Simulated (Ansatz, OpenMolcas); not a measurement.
## C2H7P (dimethylphosphine): the electronic atomisation energy, rung by rung

C2H7P has 10 atoms, charge 0, and is taken as a singlet. As SMILES, `CPC`. The shape is that of a PBE0-D4/def2-TZVP optimisation.

Quantity: the electronic atomisation energy, in eV. The values are calculated. Electronic energies at fixed atoms, without zero-point motion or spin-orbit coupling.

| level | kind | program | value (eV) | less CCSD(T)/6-311+G** | CPU time (all runs) |
| --- | --- | --- | --- | --- | --- |
| HF/6-311+G** | Hartree–Fock | OpenMolcas | 26.84 | -7.38 | 25 s |
| BLYP/6-311+G** | GGA | OpenMolcas | 35.57 | +1.35 | 80 s |
| M06-L/6-311+G** | meta-GGA | OpenMolcas | 35.88 | +1.66 | 2.2 min |
| TPSS/6-311+G** | meta-GGA | OpenMolcas | 36.39 | +2.17 | 96 s |
| BHLYP/6-311+G** | global hybrid | OpenMolcas | 35.29 | +1.07 | 72 s |
| PBE0/6-311+G** | global hybrid | OpenMolcas | 35.99 | +1.77 | 83 s |
| wB97M-V/6-311+G** | range-separated hybrid | Ansatz | 36.19 | +1.97 | 1.7 min |
| CCSD(T)/6-311+G** | coupled cluster or CI | Ansatz | 34.22 | 0.00 | 46 s |

Differences are taken from CCSD(T)/6-311+G** for orientation; it has basis-set and higher-order errors of its own. The values span 26.84 to 36.39 eV. Times are those of the runs behind each value, whatever else they computed, on shared processors of several kinds: orders of magnitude only.
